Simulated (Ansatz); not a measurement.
C2H6Al, SMILES [CH2][AlH][CH3], a rigid scan of one bond length

Program: Ansatz 0.2.0 through its Python package.

The cells in order, each with its output:

In [1]:
```python
import ansatz
import numpy as np
```

In [2]:
```python
c2h6al = (
    ansatz.Crystal.molecule()
    .atom("C", (-0.837, 0.7086, -1.5647))
    .atom("Al", (0.1943, 0.6406, 0.0893))
    .atom("C", (0.6097, -1.1324, 0.8552))
    .atom("H", (-1.7979, 0.2863, -1.41))
    .atom("H", (-1.0304, 1.811, -1.869))
    .atom("H", (0.7061, 1.9943, 0.8021))
    .atom("H", (0.2302, -1.9314, 0.2418))
    .atom("H", (1.783, -1.2383, 0.9007))
    .atom("H", (0.2304, -1.1849, 1.9374))
)
```

In [3]:
```python
symbols = [site.symbol for site in c2h6al.cartesian_sites]
start = np.array([site.position_ang for site in c2h6al.cartesian_sites])
axis = (start[8] - start[2]) / np.linalg.norm(start[8] - start[2])
moving = [8]
lengths, energies = [1.01, 1.056, 1.102, 1.148, 1.194, 1.24, 1.286, 1.355], []
for length in lengths:
    xyz = start.copy()
    xyz[moving] += (length - np.linalg.norm(start[8] - start[2])) * axis
    point = ansatz.Crystal.molecule()
    for symbol, xyz in zip(symbols, xyz):
        point = point.atom(symbol, xyz.tolist())
    base = (
        point.calculation()
        .basis(gaussian="def2-SVP")
        .functional("HF")
        .spin("collinear", total=1)
    )
    r = base.run().report
    energies.append(r["free_energy_ev"])
    print(f"r = {length:6.3f} A  E = {energies[-1]:.5f} eV  <S^2> = {abs(r['mean_field']['state']['spin_squared']):.3f}")
```
```text
r =  1.010 A  E = -8733.23144 eV  <S^2> = 0.760
r =  1.056 A  E = -8733.35085 eV  <S^2> = 0.760
r =  1.102 A  E = -8733.37658 eV  <S^2> = 0.760
r =  1.148 A  E = -8733.33011 eV  <S^2> = 0.760
r =  1.194 A  E = -8733.22841 eV  <S^2> = 0.760
r =  1.240 A  E = -8733.08489 eV  <S^2> = 0.760
r =  1.286 A  E = -8732.91010 eV  <S^2> = 0.760
r =  1.355 A  E = -8732.60697 eV  <S^2> = 0.761
```

In [4]:
```python
# quartic fit about the minimum
fit = np.polynomial.Polynomial.fit(lengths, np.array(energies) - min(energies), 4).convert()
roots = [r.real for r in fit.deriv().roots() if abs(r.imag) < 1e-9 and fit.deriv(2)(r.real) > 0]
r_e = min(roots, key=lambda r: abs(r - lengths[int(np.argmin(energies))]))
print(f"minimum of the fit at {r_e:.4f} A, force constant {fit.deriv(2)(r_e):.2f} eV/A^2")
```
```text
minimum of the fit at 1.0938 A, force constant 35.81 eV/A^2
```

Reading the output:
- Total energies depend on the basis set; only differences at equal settings carry meaning.
- The rest of the molecule is held rigid at a force-field or estimated start geometry, and the basis set is modest; single-reference methods fail as a bond breaks.
- The species is open-shell (spin multiplicity 2).
- Hartree-Fock leaves correlation out, so bond, atomisation and ionisation energies come out well too low.
- It ran for 9.3 s on 1 thread of Arm Neoverse V1 (shared host), peak memory 0.2 GiB.

(Lines on the test bed's own set-up are left out of the output.)
